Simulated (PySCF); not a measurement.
## Relaxation of singlet SO2

Method: PBE0/[S def2-TZVP, O def2-TZVP], no relativity, density fitting, PySCF. A (50,194) grid was used.

A hand-made linear start, of D∞h symmetry, held to at least that symmetry:

Coordinates in bohr (charge 0 multiplicity 1):
```
S     0.0000    0.0000    0.0000
O     0.0000    0.0000    2.8535
O     0.0000    0.0000   -2.8535
```

Problem. What forces act on the atoms at the start (eV/Å)?

Solution. 
```csv
atom,Fx,Fy,Fz
S1,0.00,0.00,0.00
O2,0.00,0.00,-2.93
O3,0.00,0.00,2.93
```

Problem. What does it relax to?

Solution. It ends at D∞h with S–O 1.447 Å (×2); O–S–O 180.0°. A frequency run shows 2 imaginary modes (one degenerate set), down to 755i cm⁻¹, so it is a higher-order saddle point. Other isomers or separated fragments may lie lower.

Problem. How much energy is released, and in how many steps?

Solution. 19.0 kJ/mol in 4 steps.
